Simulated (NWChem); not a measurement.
The numbers come from NWChem runs, not from measurements. System: O2 (-1), charge -1, spin multiplicity 2, at a geometry optimised with UPBE0/def2-SVP. The structure started from a generated list of species. Its SCF solution wasn't tested for a lower state. Level: UMP2/def2-TZVPD, 2 core orbitals frozen.

Input file:

```
start mol
memory heap 200 mb stack 900 mb global 1100 mb
charge -1
geometry units angstroms nocenter noautoz
  O      0.000000     0.000000     0.660554
  O      0.000000     0.000000    -0.660554
  symmetry group D2h
end
basis spherical
  * library def2-tzvpd
end
scf
  uhf
  nopen 1
  maxiter 100
  thresh 1e-7
  semidirect memsize 60000000 filesize 0
  # guess.movecs holds the orbitals of an unrestricted PBE0 run
  vectors input guess.movecs output mol.movecs
end
mp2
  freeze core 2
end
task mp2 energy
```

Output (cleaned and shortened):

```
             Northwest Computational Chemistry Package (NWChem) 7.3.0
             --------------------------------------------------------

                                NWChem Input Module
                                -------------------

 Scaling coordinates for geometry "geometry" by  1.889725989
 (inverse scale =  0.529177249)

 Turning off AUTOSYM since
 SYMMETRY directive was detected!

                             Geometry "geometry" -> ""
                             -------------------------

 Output coordinates in angstroms (scale by  1.889725989 to convert to a.u.)

  No.       Tag          Charge          X              Y              Z
 ---- ---------------- ---------- -------------- -------------- --------------
    1 O                    8.0000     0.00000000     0.00000000     0.66055400
    2 O                    8.0000     0.00000000     0.00000000    -0.66055400

 Effective nuclear repulsion energy (a.u.)      25.6355604053

            Nuclear Dipole moment (a.u.)
            ----------------------------
        X                 Y               Z
 ---------------- ---------------- ----------------
     0.0000000000     0.0000000000     0.0000000000

      Symmetry information
      --------------------

 Group name             D2h
 Group number             26
 Group order               8
 No. of unique centers     1

      Symmetry unique atoms

     1


 Summary of "ao basis" -> "" (spherical)
 ------------------------------------------------------------------------------
       Tag                 Description            Shells   Functions and Types
 ---------------- ------------------------------  ------  ---------------------
 *                         def2-tzvpd                 on all atoms

 Summary of "ao basis" -> "ao basis" (spherical)
 ------------------------------------------------------------------------------
       Tag                 Description            Shells   Functions and Types
 ---------------- ------------------------------  ------  ---------------------
 O                         def2-tzvpd               14       40   6s4p3d1f

                                 NWChem SCF Module
                                 -----------------

  ao basis        = "ao basis"
  functions       =    80
  atoms           =     2
  alpha electrons =     9
  beta  electrons =     8
  charge          =  -1.00
  wavefunction    = UHF
  use symmetry    = T
  symmetry adapt  = T

 Summary of "ao basis" -> "ao basis" (spherical)
 ------------------------------------------------------------------------------
       Tag                 Description            Shells   Functions and Types
 ---------------- ------------------------------  ------  ---------------------
 O                         def2-tzvpd               14       40   6s4p3d1f

      Symmetry analysis of basis
      --------------------------

        ag         18
        au          4
        b1g         4
        b1u        18
        b2g         9
        b2u         9
        b3g         9
        b3u         9

 Forming initial guess at       0.1s

   Symmetry analysis of molecular orbitals - initial alpha
   -------------------------------------------------------

  Numbering of irreducible representations:

     1 ag          2 au          3 b1g         4 b1u         5 b2g
     6 b2u         7 b3g         8 b3u

  Orbital symmetries:

     1 ag          2 b1u         3 ag          4 b1u         5 b2u
     6 ag          7 b3u         8 b3g         9 b2g        10 b1u
    11 ag         12 b2u        13 b3u        14 b3g        15 b2g
    16 ag         17 b1u        18 b1u        19 ag

   Symmetry analysis of molecular orbitals - initial beta
   ------------------------------------------------------

  Numbering of irreducible representations:

     1 ag          2 au          3 b1g         4 b1u         5 b2g
     6 b2u         7 b3g         8 b3u

  Orbital symmetries:

     1 ag          2 b1u         3 ag          4 b1u         5 ag
     6 b3u         7 b2u         8 b2g         9 b1u        10 b3g
    11 ag         12 b3u        13 b2u        14 b2g        15 b3g
    16 ag         17 b1u        18 b1u        19 b1g

 Starting SCF solution at       0.1s

 ----------------------------------------------
         Quadratically convergent UHF

 Convergence threshold     :          1.000E-07
 Maximum no. of iterations :          100
 Integral*density screening:          1.000E-09
 ----------------------------------------------

              iter       energy          gnorm     gmax       time
             ----- ------------------- --------- --------- --------
                 1     -149.6385915764  5.02D-01  1.14D-01      0.4
                 2     -149.6518816220  7.54D-02  2.55D-02      0.4
                 3     -149.6535873161  4.15D-03  1.08D-03      0.6
                 4     -149.6535931185  9.26D-06  2.36D-06      0.7
                 5     -149.6535931185  7.82D-09  2.64D-09      0.8

       Final UHF  results
       ------------------

         Total SCF energy =   -149.653593118508
      One electron energy =   -263.332808590806
      Two electron energy =     88.043655066956
 Nuclear repulsion energy =     25.635560405342

                       Sz =      0.5000
                 Sz(Sz+1) =      0.7500
                      S^2 =      0.7915

        Time for solution =      0.8s

       Symmetry analysis of molecular orbitals - alpha
       -----------------------------------------------

  Numbering of irreducible representations:

     1 ag          2 au          3 b1g         4 b1u         5 b2g
[...]
   Bfn.  Coefficient  Atom+Function         Bfn.  Coefficient  Atom+Function
  ----- ------------  ---------------      ----- ------------  ---------------
     9      0.311753  1 O  pz                49     -0.311753  2 O  pz
    12      0.281401  1 O  pz                52     -0.281401  2 O  pz

 Vector    7  Occ=1.000000D+00  E=-1.502477D-01  Symmetry=b2u
              MO Center=  3.4D-31,  2.1D-17,  5.9D-19, r^2= 1.3D+00
   Bfn.  Coefficient  Atom+Function         Bfn.  Coefficient  Atom+Function
  ----- ------------  ---------------      ----- ------------  ---------------
     8      0.267044  1 O  py                48      0.267044  2 O  py
    11      0.252132  1 O  py                51      0.252132  2 O  py
    14      0.194889  1 O  py                54      0.194889  2 O  py

 Vector    8  Occ=1.000000D+00  E=-7.922017D-02  Symmetry=b2g
              MO Center=  1.8D-31,  4.8D-31, -6.7D-17, r^2= 1.3D+00
   Bfn.  Coefficient  Atom+Function         Bfn.  Coefficient  Atom+Function
  ----- ------------  ---------------      ----- ------------  ---------------
     7      0.352975  1 O  px                47     -0.352975  2 O  px
    10      0.318130  1 O  px                50     -0.318130  2 O  px
    13      0.290464  1 O  px                53     -0.290464  2 O  px
    16      0.156236  1 O  px                56     -0.156236  2 O  px

 Vector    9  Occ=0.000000D+00  E= 2.360179D-01  Symmetry=b1u
              MO Center= -1.5D-30, -6.2D-30, -5.1D-15, r^2= 1.5D+01
   Bfn.  Coefficient  Atom+Function         Bfn.  Coefficient  Atom+Function
  ----- ------------  ---------------      ----- ------------  ---------------
     6      7.223483  1 O  s                 46     -7.223483  2 O  s
    18     -2.391445  1 O  pz                58     -2.391445  2 O  pz
    15     -1.520124  1 O  pz                55     -1.520124  2 O  pz
     5      1.460312  1 O  s                 45     -1.460312  2 O  s
    31      0.442989  1 O  d  0              71     -0.442989  2 O  d  0

 Vector   10  Occ=0.000000D+00  E= 3.020914D-01  Symmetry=ag
              MO Center=  6.6D-18, -2.0D-17, -2.5D-15, r^2= 1.2D+01
   Bfn.  Coefficient  Atom+Function         Bfn.  Coefficient  Atom+Function
  ----- ------------  ---------------      ----- ------------  ---------------
    18      1.592569  1 O  pz                58     -1.592569  2 O  pz
     6      0.709108  1 O  s                 46      0.709108  2 O  s
    31     -0.249147  1 O  d  0              71     -0.249147  2 O  d  0
     5     -0.152281  1 O  s                 45     -0.152281  2 O  s

 Vector   11  Occ=0.000000D+00  E= 3.116877D-01  Symmetry=b3g
              MO Center= -2.3D-18,  1.8D-16,  1.8D-15, r^2= 1.1D+01
   Bfn.  Coefficient  Atom+Function         Bfn.  Coefficient  Atom+Function
  ----- ------------  ---------------      ----- ------------  ---------------
    17      2.143915  1 O  py                57     -2.143915  2 O  py
    30     -0.333724  1 O  d -1              70     -0.333724  2 O  d -1
    14      0.234935  1 O  py                54     -0.234935  2 O  py

 center of mass
 --------------
 x =   0.00000000 y =   0.00000000 z =   0.00000000

 moments of inertia (a.u.)
 ------------------
          49.845518910448           0.000000000000           0.000000000000
           0.000000000000          49.845518910448           0.000000000000
           0.000000000000           0.000000000000           0.000000000000

  Mulliken analysis of the total density
  --------------------------------------

    Atom       Charge   Shell Charges
 -----------   ------   -------------------------------------------------------
    1 O    8     8.50   0.79  1.18  0.60  0.96  0.39  0.03  1.76  1.86  0.82  0.07  0.00  0.03 -0.00  0.00
    2 O    8     8.50   0.79  1.18  0.60  0.96  0.39  0.03  1.76  1.86  0.82  0.07  0.00  0.03 -0.00  0.00

  Mulliken analysis of the alpha density
  --------------------------------------

    Atom       Charge   Shell Charges
 -----------   ------   -------------------------------------------------------
    1 O    8     4.50   0.40  0.59  0.31  0.49  0.19  0.01  1.03  1.05  0.41  0.02  0.00  0.02 -0.01  0.00
    2 O    8     4.50   0.40  0.59  0.31  0.49  0.19  0.01  1.03  1.05  0.41  0.02  0.00  0.02 -0.01  0.00

   Mulliken analysis of the beta density
   -------------------------------------

    Atom       Charge   Shell Charges
 -----------   ------   -------------------------------------------------------
    1 O    8     4.00   0.40  0.59  0.29  0.47  0.21  0.02  0.73  0.82  0.41  0.05  0.00  0.02  0.00  0.00
    2 O    8     4.00   0.40  0.59  0.29  0.47  0.21  0.02  0.73  0.82  0.41  0.05  0.00  0.02  0.00  0.00

   Mulliken analysis of the spin density
   -------------------------------------

    Atom       Charge   Shell Charges
 -----------   ------   -------------------------------------------------------
    1 O    8     0.50   0.00 -0.00  0.02  0.02 -0.02 -0.01  0.30  0.23  0.00 -0.03 -0.00 -0.00 -0.01 -0.00
    2 O    8     0.50   0.00 -0.00  0.02  0.02 -0.02 -0.01  0.30  0.23  0.00 -0.03 -0.00 -0.00 -0.01 -0.00

       Multipole analysis of the density wrt the origin
       ------------------------------------------------

     L   x y z        total         alpha         beta         nuclear
     -   - - -        -----         -----         ----         -------
     0   0 0 0     -1.000000     -9.000000     -8.000000     16.000000

     1   1 0 0      0.000000      0.000000      0.000000      0.000000
     1   0 1 0      0.000000      0.000000     -0.000000      0.000000
     1   0 0 1     -0.000000     -0.000000     -0.000000      0.000000

     2   2 0 0    -10.281817     -5.023237     -5.258580      0.000000
     2   1 1 0      0.000000      0.000000      0.000000      0.000000
     2   1 0 1      0.000000      0.000000     -0.000000      0.000000
     2   0 2 0     -9.571433     -4.946237     -4.625196      0.000000
     2   0 1 1     -0.000000     -0.000000      0.000000      0.000000
     2   0 0 2    -11.996934    -19.394790    -17.532835     24.930691

                   NWChem MP2 Semi-direct Energy/Gradient Module
                   ---------------------------------------------

  Basis functions       =     80
  Molecular orbitals    =     80
  Frozen core           =      2
  Frozen virtuals       =      0
  Active alpha occupied =      7
  Active beta occupied  =      6
  Active alpha virtual  =     71
  Active beta virtual   =     72
  Use MO symmetry       = T
  Use skeleton AO sym   = T

  AO/Fock/Back tols     =   1.0D-09  1.0D-09  1.0D-09

 GA uses MA = F    GA memory limited = T

 Available:
  local mem=  1.26D+08
 global mem=  1.44D+08
 local disk=  0.00D+00
  mp2_memr nvloc                    71
  nvloc new                    71
   1 passes of   7:        4194304                      37896                   5480905.
   1 passes of   7: M    126153583           G      144166400           F     121959279.

 Semi-direct pass number   1 of   1  for UHF alpha       at        1.0s
  vrange nnbf                  3237
  mp2_eaftype                    20  avail_ma_in_mb                  1099
 EAF : mp2_eaftype filesize          20    2740453.
  mp2_eaf for mointskh                     20
Node 0 wrote     12.9 Mb in      0.0 s     Agg I/O rate:  1286.8 Mb/s
 Done moints_semi at        2.2s
  mp2_eaftype                    20  avail_ma_in_mb                  1079
 EAF : mp2_eaftype filesize          20    2740453.
  mp2_eaf for kh                    20
 Done maket at        2.3s
 Done multipass loop at        2.3s

 GA uses MA = F    GA memory limited = T

 Available:
  local mem=  1.26D+08
 global mem=  1.44D+08
 local disk=  0.00D+00
  mp2_memr nvloc                    72
  nvloc new                    72
   1 passes of   6:        4194304                      34647                   4765528.
   1 passes of   6: M    126153583           G      144166400           F     121959279.

 Semi-direct pass number   1 of   1  for UHF beta        at        2.3s
  vrange nnbf                  3237
  mp2_eaftype                    18  avail_ma_in_mb                  1099
 EAF : mp2_eaftype filesize          18    2382764.
  mp2_eaf for mointskh                     18
Node 0 wrote     11.2 Mb in      0.0 s     Agg I/O rate:  1069.0 Mb/s
 Done moints_semi at        3.5s
  mp2_eaftype                    18  avail_ma_in_mb                  1081
 EAF : mp2_eaftype filesize          18    2382764.
  mp2_eaf for kh                    18
 Done maket at        3.5s
 Done multipass loop at        3.5s

          -------------------------------------------
          SCF energy                -149.653593118508
          Correlation energy          -0.471832802089
          Singlet pairs                0.000000000000
          Triplet pairs                0.000000000000
          Total MP2 energy          -150.125425920596
          -------------------------------------------

          ---------------------------------------------------
                    Spin Component Scaled (SCS) MP2
          Same spin pairs                     -0.126766290360
          Same spin scaling factor             0.333333333333
          Opposite spin pairs                 -0.345066511729
          Opposite spin scaling fact.          1.200000000000
          SCS-MP2 correlation energy          -0.456335244195
          Total SCS-MP2 energy              -150.109928362702
          ---------------------------------------------------

 -----------------------
 Performance information
 -----------------------

 Timer overhead =  1.36D-07 seconds/call

               Nr. of calls         CPU time (s)                 Wall time (s)                GFlops
             ---------------    -------------------     ------------------------------   -------------------
Name         Min   Avg   Max    Min     Avg     Max     Min     Avg     Max   Mx/calls   Min     Max     Sum
mp2: moin     2     2     2    2.3     2.3     2.3      2.3     2.3     2.3     1.2      0.0     0.0     0.0
mp2: make     2     2     2   0.18    0.18    0.18     0.18    0.18    0.18    8.82E-2   0.0     0.0     0.0
mp2: tota     1     1     1    2.6     2.6     2.6      2.6     2.6     2.6     2.6      0.0     0.0     0.0

 The average no. of pstat calls per process was 5.00D+00
 with a timing overhead of 6.79D-07s

 Task  times  cpu:        3.5s     wall:        3.5s

 Total times  cpu:        3.5s     wall:        3.5s
```
